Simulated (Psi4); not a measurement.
# C2HF2 (SMILES [CH]=C(F)F): UB2PLYP/def2-TZVP (density fitting for correlation, ints tolerance 1e-10, sweep point 5)

What is the vertical electron affinity of C2HF2 at UB2PLYP/def2-TZVP (density fitting for correlation, ints tolerance 1e-10, sweep point 5)? 

The results are computed with Psi4 1.11.

4 further runs of the same task are left out: 4 set aside as unsound or not needed. Runs told in other sessions of the task aren't counted.

**1. The system as given**

The species is C2HF2 (5 atoms), meant as a doublet with charge 0. As SMILES, `[CH]=C(F)F`. Geometry: relaxed at PBE0-D4/def2-TZVP.

Bond lengths: C1–C2 1.301 Å, C2–F3 1.313 Å, C2–F4 1.320 Å, C1–H5 1.072 Å. Angles: C1–C2–F3 125.0°, C1–C2–F4 125.4°, F3–C2–F4 109.6°, C2–C1–H5 140.6°.

**2. A single-point energy at UB2PLYP/def2-TZVP (density fitting for correlation, ints tolerance 1e-10, sweep point 5)**

The input, input.dat:

```
memory 1600 MB

molecule system {
  0 2
  C     -0.028200     0.912700    -0.014900
  C      0.163600    -0.366100     0.124600
  F      1.043800    -0.911700     0.932500
  F     -0.492600    -1.313200    -0.520300
  H     -0.636600     1.604500    -0.563400
  units angstrom
  symmetry c1
}

set {
  basis def2-TZVP
  reference uks
  puream true
  scf_type direct
  dft_radial_points 99
  dft_spherical_points 590
  num_frozen_docc 4
  ints_tolerance 1e-10
  maxiter 100
}

energy('b2plyp')
print_variables()
```

The run is started by

```bash
psi4 input.dat output.dat -n 1
```

output.dat:

```text
[...]
  Running in c1 symmetry.
[...]
  Nuclear repulsion =  109.976039922827638
[...]
  Multiplicity = 2
[...]
  Nalpha       = 16
  Nbeta        = 15
[...]
    Number of basis functions: 130
[...]
   @DF-UKS iter   1:  -275.97866209054928   -4.60905e-01   3.48818e-03 ADIIS/DIIS
[...]
   @UKS iter  13:  -276.06976780223124   -9.45257e-08   5.26781e-07 DIIS
[...]
   @S^2 Observed:                7.723216689E-01
[...]
    Orbital Energies [Eh]
    ---------------------
    Alpha Occupied:
       1A    -25.409393     2A    -25.408698     3A    -10.807954
       4A    -10.666322     5A     -1.474549     6A     -1.411287
       7A     -0.925225     8A     -0.753524     9A     -0.688449
      10A     -0.636883    11A     -0.633269    12A     -0.557396
      13A     -0.553290    14A     -0.538910    15A     -0.369197
      16A     -0.345979
    Alpha Virtual:
      17A      0.072352    18A      0.106192    19A      0.131689
      20A      0.202267    21A      0.222793    22A      0.246116
      23A      0.250224    24A      0.301944    25A      0.328692
[...]
  @UKS Final Energy:  -276.06976780223124
   => Energetics <=
    Nuclear Repulsion Energy =            109.9760399228276384
    One-Electron Energy =                -599.1715864584980409
    Two-Electron Energy =                 228.4937422688468303
    DFT Exchange-Correlation Energy =     -15.3679635354076165
    Empirical Dispersion Energy =           0.0000000000000000
    VV10 Nonlocal Energy =                  0.0000000000000000
    Total Energy =                       -276.0697678022312402
  UHF NO Occupations:
  HONO-2 :   14  A 1.9985686
  HONO-1 :   15  A 1.9907296
[...]
 Multipole Moments:
 ------------------------------------------------------------------------------------
     Multipole            Electronic (a.u.)      Nuclear  (a.u.)        Total (a.u.)
 ------------------------------------------------------------------------------------
 L = 1.  Multiply by 2.5417464519 to convert [e a0] to [Debye]
 Dipole X            :          0.7113505           -0.9441848           -0.2328343
 Dipole Y            :         -2.6409335            3.0893831            0.4484495
 Dipole Z            :          0.5836223           -0.7877571           -0.2041348
 Magnitude           :                                                    0.5449677
[...]
```

Run time: 28 s. Hardware: 1 thread of AMD EPYC 7B13 (Zen 3), shared host; peak memory 1.1 GiB.

**3. The singlet anion, same level**

The input, job.inp:

```
memory 1.6 GB

molecule m {
  -1 1
  C     -0.028200     0.912700    -0.014900
  C      0.163600    -0.366100     0.124600
  F      1.043800    -0.911700     0.932500
  F     -0.492600    -1.313200    -0.520300
  H     -0.636600     1.604500    -0.563400
  units angstrom
  symmetry c1
}

set {
  basis def2-TZVP
  reference rks
  puream true
  scf_type direct
  dft_radial_points 99
  dft_spherical_points 590
  num_frozen_docc 4
  ints_tolerance 1e-10
  maxiter 60
}

energy('b2plyp')
print_variables()
```

The run is started by

```bash
psi4 -n 1 job.inp job.out
```

job.out:

```text
[...]
  Running in c1 symmetry.
[...]
  Nuclear repulsion =  109.976039922827638
[...]
  Multiplicity = 1
[...]
  Nalpha       = 16
  Nbeta        = 16
[...]
    Number of basis functions: 130
[...]
   @DF-RKS iter   1:  -275.79752700347115   -2.79770e-01   5.90983e-03 DIIS/ADIIS
[...]
   @RKS iter  11:  -276.08906297728447   -9.23632e-08   5.13112e-07 DIIS
[...]
    Orbital Energies [Eh]
    ---------------------
    Doubly Occupied:
       1A    -25.161559     2A    -25.156151     3A    -10.515953
       4A    -10.314183     5A     -1.228254     6A     -1.166042
       7A     -0.615888     8A     -0.492622     9A     -0.439647
      10A     -0.393144    11A     -0.357696    12A     -0.323261
      13A     -0.300205    14A     -0.272484    15A     -0.047305
      16A      0.009437
[...]
  @RKS Final Energy:  -276.08906297728447
   => Energetics <=
    Nuclear Repulsion Energy =            109.9760399228276384
    One-Electron Energy =                -607.4283328029234781
    Two-Electron Energy =                 236.8720394951261596
    DFT Exchange-Correlation Energy =     -15.5088095923148046
    Empirical Dispersion Energy =           0.0000000000000000
    VV10 Nonlocal Energy =                  0.0000000000000000
    Total Energy =                       -276.0890629772844704
[...]
 Multipole Moments:
 ------------------------------------------------------------------------------------
     Multipole            Electronic (a.u.)      Nuclear  (a.u.)        Total (a.u.)
 ------------------------------------------------------------------------------------
 L = 1.  Multiply by 2.5417464519 to convert [e a0] to [Debye]
 Dipole X            :          0.8215323           -0.9441848           -0.1226525
 Dipole Y            :         -4.8244089            3.0893831           -1.7350259
 Dipole Z            :          0.6181547           -0.7877571           -0.1696025
 Magnitude           :                                                    1.7476051
[...]
```

It took 16 s on 1 thread of AMD EPYC 7B13 (Zen 3), shared host; peak memory 1.1 GiB.

**4. What came out**

At UB2PLYP/def2-TZVP (density fitting for correlation, ints tolerance 1e-10, sweep point 5), 4 core orbitals frozen:

```
                                                               quantity          value
                                            doublet C2HF2: total energy  -276.31833 Eh
doublet C2HF2: HOMO energy (SCF part's orbitals) (highest over α and β)       -8.97 eV
 doublet C2HF2: LUMO energy (SCF part's orbitals) (lowest over α and β)       -1.41 eV
                                                    doublet C2HF2: ⟨S²⟩          0.772
                                            singlet anion: total energy  -276.35358 Eh
                       singlet anion: HOMO energy (SCF part's orbitals)        0.26 eV
                       singlet anion: LUMO energy (SCF part's orbitals)        8.63 eV
   singlet anion: HOMO–LUMO gap (to an unbound level, set by the basis)        8.37 eV
                      vertical electron affinity (to the singlet anion)       0.959 eV
```

What this shows: At fixed nuclei the extra electron is bound by 0.96 eV (22.1 kcal/mol). The basis has no diffuse functions, so the error can be as large as this value. The HOMO (singlet anion) lies at positive energy, 0.26 eV, from the functional's self-interaction, a short basis or an electron that isn't bound; only total energies against the neutral tell.
